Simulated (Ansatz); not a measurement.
Molecule: sulfur monoxide, SO, net charge 0, triplet state. 
Structure (B3LYP-D3(BJ)/def2-TZVP (Ansatz, a program for electronic structure) minimum search):
SMILES: O=S
```xyz
2

O      0.0000     0.0000    -0.9933
S      0.0000     0.0000     0.4966
```
Charge 0, spin multiplicity 3.

Basis-set convergence of Hartree-Fock and MP2 correlation energies (hartree) with Ansatz. Correlated levels leave the core frozen unless marked. UHF or UKS for open shells. No spin-orbit coupling. Non-relativistic.

```csv
basis,functions,E(HF),"E(corr, MP2)"
def2-SVP,32,-472.15402,-0.29201
def2-TZVPP,73,-472.40385,-0.37461
def2-QZVPP,127,-472.41966,-0.40652
```

Extrapolating the two largest sets (X = 3 and 4) as X^-3: E(corr) = (64·(-0.40652) - 27·(-0.37461))/37 = -0.4298 Eh, an estimate of the basis-set limit. The largest set recovers 94.6 % of it, the smallest 67.9 %.
